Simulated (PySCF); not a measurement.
## SH3: from structure and modes to constants

All numbers come from PySCF, UPBE0, basis S def2-TZVP, H def2-TZVP (no relativity, density fitting).

The doublet minimum has Cs symmetry. Masses (u): S 31.97207, H 1.00782.

```xyz
4
charge 0 multiplicity 2, angstrom
S     0.0000    0.0217   -0.0387
H     0.0000   -0.1111    1.2915
H     1.4595   -0.2864   -0.0304
H    -1.4595   -0.2864   -0.0304
```

Harmonic wavenumbers (cm⁻¹): 590.5 (a', ×1), 809.8 (a'', ×1), 973.2 (a', ×1), 1297.2 (a'', ×1), 1842.4 (a', ×1), 2742.3 (a', ×1).

Problem. Find the principal moments of inertia and the rotational constants. What kind of rotor is it?

Solution. About the centre of mass I = 1.9236, 4.4711, 6.0395 u Å². With B = 16.8576/I this gives 8.764, 3.77, 2.791 cm⁻¹. The molecule is an asymmetric top with κ = -0.67.

Problem. Give the standard entropy (298.15 K, 1 bar) by its translational, rotational, vibrational and spin parts, and Cp.

Solution. Sackur–Tetrode with M = 35.00 u gives 153.2; rotation with symmetry number 1 gives 64.9; vibration 3.3; spin R ln 2 = 5.8. The total is 227.3 J/(mol K), and Cp = 4 R + 9.5 = 42.7 J/(mol K).

Only a few start shapes were tried, so a lower isomer may exist.
